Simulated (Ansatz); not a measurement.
# Si₂ (triplet): the correlation ladder, def2-QZVPP

An exercise on one series of results from a longer session: the logs are not shown, and one member is left open.

Method: def2-QZVPP, core rule «outside noble gas», up to 10 orbitals frozen; program: Ansatz 0.2.0, Gaussian basis.

To be run: UHF; ROHF; CCSD(T) on UHF.

2 further runs of the same task are left out: 2 set aside as unsound or not needed.

### The system

The geometry is a PBE0/def2-TZVP stationary point (not a proven minimum) of the parent state, kept for this charge and spin.

2 atoms, charge 0, spin multiplicity 3.

Atoms are counted from 1 here; the program's logs count them from 0.

Bond lengths: Si1–Si2 2.286 Å.

The first run:

File in.yaml:

```yaml
crystal:
  periodic: [false, false, false]
  atoms:
    - {symbol: Si, position_ang: [0.000000, 0.000000, 0.000000]}
    - {symbol: Si, position_ang: [0.000000, 0.000000, 2.286080]}
basis:
  gaussian: {orbitals: "def2-QZVPP.json"}
magnetization: {spin_polarized: true, initial_magnetization: 2}
hamiltonian: {xc: hf}
output: {orbitals: {seedname: orbitals}}
```

Command:

```
$ ansatz run in.yaml --threads 1 --pin off --events-out ev --progress --plain --max-ram 4096MiB --backend cpu
```

Among the steps run: UHF; ROHF; CCSD(T) on UHF.

One table of the session follows, with a row left open; its other results are not shown here.

```
  method  from UCCSD(T) (kJ/mol)
    ROHF                  +564.3
     UHF                       ?
    UMP2                  +106.2
   UCCSD                   +33.4
UCCSD(T)                       0
```

Q: Estimate the row for UHF from the others.

As computed: from UCCSD(T) (kJ/mol): +553.7. In the column «from UCCSD(T) (kJ/mol)» it lies between UMP2 (+106.2) and ROHF (+564.3).
